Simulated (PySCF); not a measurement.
# H2S: the cost of one run

Program: PySCF 2.14.0. Level of theory: levels as typed in each script, gas phase, geometry from GFN2-xTB. These are calculated values, not measurements.

## Step 1: Where the work starts

SMILES `S`, 3 atoms, charge 0, spin multiplicity 1.

Bond lengths: S1–H2 1.327 Å, S1–H3 1.327 Å. Angles: H2–S1–H3 92.4°.

Geometry (Å):

```xyz
3

S     0.00000   -0.10207    0.00000
H     0.95743    0.81655    0.00000
H    -0.95740    0.81657    0.00000
```

## Step 2: Localised orbitals (r2SCAN/def2-tzvp)

Contents of input.py:

```python
import numpy as np
from pyscf import gto, scf, dft, lo
from pyscf.data.elements import chemcore

def solve(mol, dm0=None, hcore=None):
    mf = (dft.UKS if mol.spin else dft.RKS)(mol, xc='r2scan')
    mf.grids.level = 3
    mf = mf.density_fit(auxbasis='def2-universal-jkfit')
    mf.conv_tol, mf.max_cycle = 1e-8, 80
    if hcore is not None:
        mf.get_hcore = lambda *args: hcore
    mf.kernel(dm0)
    if not mf.converged:
        mf = mf.newton().run(mf.mo_coeff, mf.mo_occ, max_cycle=30)
    assert mf.converged, 'SCF not converged'
    return mf

mol = gto.M(atom='''
S      0.00000    -0.10207     0.00000
H      0.95743     0.81655     0.00000
H     -0.95740     0.81657     0.00000
''', basis='def2-tzvp', charge=0, spin=0, verbose=4)
mf = solve(mol)
occ_all = mf.mo_coeff[:, mf.mo_occ > 0]
occ = occ_all[:, chemcore(mol):]
loc = lo.ibo.ibo(mol, occ, iaos=lo.iao.iao(mol, occ_all))
fock, s = mf.get_fock(), mf.get_ovlp()
ortho = lo.orth_ao(mol, 'meta_lowdin')
ortho = lo.vec_lowdin(lo.iao.iao(mol, occ_all), s)
labels = lo.iao.reference_mol(mol).ao_labels(fmt=None)
vir = lo.vvo.livvo(mol, occ_all, mf.mo_coeff[:, mf.mo_occ == 0])
both = np.hstack([loc, vir])
p = (ortho.T @ s @ both) ** 2
pop = np.array([p[[l[0] == a for l in labels]].sum(0) for a in range(mol.natm)])
spd = np.array([[p[[l[0] == a and l[2][-1] == k for l in labels]].sum(0) for k in 'spd'] for a in range(mol.natm)])
eps = np.einsum('pi,pq,qi->i', both, fock, both)
for i in np.argsort(eps):
    top = np.argsort(-pop[:, i])[:3]
    print('%3d %s %9.4f Eh ' % (i + 1, 'occ' if i < loc.shape[1] else 'vir', eps[i]), '  '.join('%s%d %.3f' % (mol.atom_symbol(a), a + 1, pop[a, i]) for a in top))
np.savez('result.npz', c=both, nocc=loc.shape[1], pop=pop, spd=spd, eps=eps, e=mf.e_tot)
```

Run with:

```
> OMP_NUM_THREADS=1 python input.py
```

What time and memory should one allow on 1 thread of Intel Xeon Platinum 8375C at 2.90GHz (Ice Lake), shared host?

About 5 s, with a peak of 0.21 GiB.
